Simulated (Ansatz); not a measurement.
# CH5O (doublet): from Hartree-Fock to the top rungs at distance O1–H3 along a hydrogen transfer = 1.198 Å, cc-pVDZ

An exercise on one series of results from a longer session: the logs are not shown, and one member is left open.

Method: cc-pVDZ, core rule «outside noble gas», up to 2 orbitals frozen; program: Ansatz 0.2.0, Gaussian basis.

Plan: UHF; CCSD(T) on ROHF; CCSD(T) on UHF; BCCD(T) on ROHF; CISD; CCSDT(Q) on ROHF; CCSDT(Q) on UHF; CASSCF and MRCISD+Q, 3 electrons in 3 orbitals; CASSCF and NEVPT2, 3 electrons in 3 orbitals.

## The geometry

The geometry derives from fragments relaxed apart (PBE0/def2-TZVP) and kept rigid, so it is no stationary point. A hydrogen atom is moved between rigid fragments.

7 atoms, charge 0, spin multiplicity 2.

Atoms are counted from 1 here; the program's logs count them from 0.

Bond lengths: O1–H2 0.960 Å, O1–H3 1.198 Å, C4–H5 1.080 Å, C4–H6 1.080 Å, C4–H7 1.080 Å. Angles: H2–O1–H3 105.1°, H5–C4–H6 120.0°, H5–C4–H7 120.0°, H6–C4–H7 120.0°.

The first run:

Contents of in.yaml:

```yaml
crystal:
  periodic: [false, false, false]
  atoms:
    - {symbol: O, position_ang: [-1.214870, -0.028258, 0.000000]}
    - {symbol: H, position_ang: [-1.464180, 0.898317, 0.000000]}
    - {symbol: H, position_ang: [-0.016870, -0.028258, 0.000000]}
    - {symbol: C, position_ang: [1.392130, -0.028258, 0.000000]}
    - {symbol: H, position_ang: [1.392130, -1.108280, 0.000000]}
    - {symbol: H, position_ang: [1.392130, 0.511753, 0.935327]}
    - {symbol: H, position_ang: [1.392130, 0.511753, -0.935327]}
basis:
  gaussian: {orbitals: cc-pVDZ}
magnetization: {spin_polarized: true, initial_magnetization: 1}
hamiltonian: {xc: hf}
output: {orbitals: {seedname: orbitals}}
```

Launch:

```sh
$ ansatz run in.yaml --threads 1 --pin off --events-out ev --progress --plain --max-ram 4096MiB --backend cpu
```

Steps of the session up to this table: UHF; CCSD(T) on ROHF; CCSD(T) on UHF; BCCD(T) on ROHF; CISD; CCSDT(Q) on ROHF; CCSDT(Q) on UHF; CASSCF and MRCISD+Q, 3 electrons in 3 orbitals; CASSCF and NEVPT2, 3 electrons in 3 orbitals.

One of the session's tables, all rows but one given; the rest of the session is left out.

| method | from UCCSDT(Q) (meV) |
| --- | --- |
| ROHF | +10815.4 |
| UHF | +10515.1 |
| RMP2 | +1083.7 |
| UMP2 | +1158.3 |
| CISD | +1232.9 |
| RCCSD | +274.7 |
| UCCSD | +264.2 |
| RCCSD(T) | +44.8 |
| UCCSD(T) | +44.5 |
| BCCD(T) | +43.8 |
| RCCSDT | +24.0 |
| UCCSDT | +22.7 |
| RCCSDT(Q) | +0.8 |
| UCCSDT(Q) | 0 |
| CASSCF pair | +9971.3 |
| NEVPT2 pair | ? |
| MRCISD pair | +1040.4 |
| MRCISD+Q pair | +159.2 |

**Question.** Estimate the row for NEVPT2 pair.

**Answer.** from UCCSDT(Q) (meV): +1046.6. In the column «from UCCSDT(Q) (meV)» it lies between MRCISD pair (+1040.4) and RMP2 (+1083.7).

To keep in mind: Restricted and unrestricted rows rest on different reference determinants; where their highest levels disagree by more than a few hundredths of an eV, they describe different states and don't form one ladder.
